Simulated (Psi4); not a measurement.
Pair of molecules, SMILES O with SMILES CN (the first has 3 atoms); geometry from S66by8 set.
(charge 0, multiplicity 1):
```xyz
10

O     -2.11680    -0.55936    -0.00474
H     -2.47545     0.32832     0.02759
H     -1.15529    -0.42177     0.01139
N      0.85509    -0.34244     0.02098
H      1.15045    -0.89508    -0.77381
H      1.16517    -0.85316     0.83784
C      1.51442     0.96592    -0.01926
H      1.20388     1.54765     0.84526
H      2.60573     0.92663    -0.02822
H      1.18771     1.50184    -0.90708
```

Calculation: SAPT0/jun-cc-pV(D+d)Z (Psi4).

**Question.** Give the four SAPT terms and the total, and say what mostly holds the pair together.

**Answer.** electrostatics -11.65, exchange 10.05, induction -3.39, dispersion -1.93, total -6.91 kcal/mol; the largest attraction is electrostatics.
